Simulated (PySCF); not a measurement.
Compound: BH₅OSi.
SMILES with atom numbers: `[BH2:1][O:2][SiH3:3]` (hydrogens: H4, H5 on B1; H6, H7, H8 on Si3)

Computed with PBE0-D3(BJ)/def2-SVP geometry optimisation, gas phase (PySCF).

Question: Give the optimised bond lengths and angles.

Answer: 
| bond | length (Å) | order |
| --- | --- | --- |
| B1–O2 | 1.347 | single |
| O2–Si3 | 1.683 | single |
| B1–H4, B1–H5 | 1.214 | single |
| Si3–H6, Si3–H7, Si3–H8 | 1.490 | single |

Bonds in one row agree within 0.01 Å and their mean is given. Orders are formal, as drawn. A selection of angles:
| angle | degrees |
| --- | --- |
| O2–B1–H4 | 120.2 |
| O2–B1–H5 | 118.1 |
| H4–B1–H5 | 121.8 |
| B1–O2–Si3 | 132.8 |
| O2–Si3–H6 | 107.8 |
| O2–Si3–H8 | 109.9 |
| H6–Si3–H7 | 110.1 |
| H6–Si3–H8 | 110.5 |

B1 (three-coordinate boron) is planar (angles 121.8°, 120.2° and 118.1°, sum 360.0°, 0.00 Å off the plane of its three neighbours). O2 (boron-bound oxygen) is bent (angle 132.8°). Si3 (oxygen-bound silicon) is tetrahedral (angles from 107.8° to 110.6°).

Point group: Cs (tolerance 0.08 Å). Not checked by PBE0-D3(BJ)/def2-SVP frequencies. One conformer, not necessarily the lowest (H–B1–O2–Si3 0° and 179°).

Time: 12 s wall; peak memory 0.32 GiB. Hardware: an Intel Xeon Platinum 8488C with one thread, shared host with 192 logical CPUs at a one-minute load of 18. That covers the optimisation of the geometry.
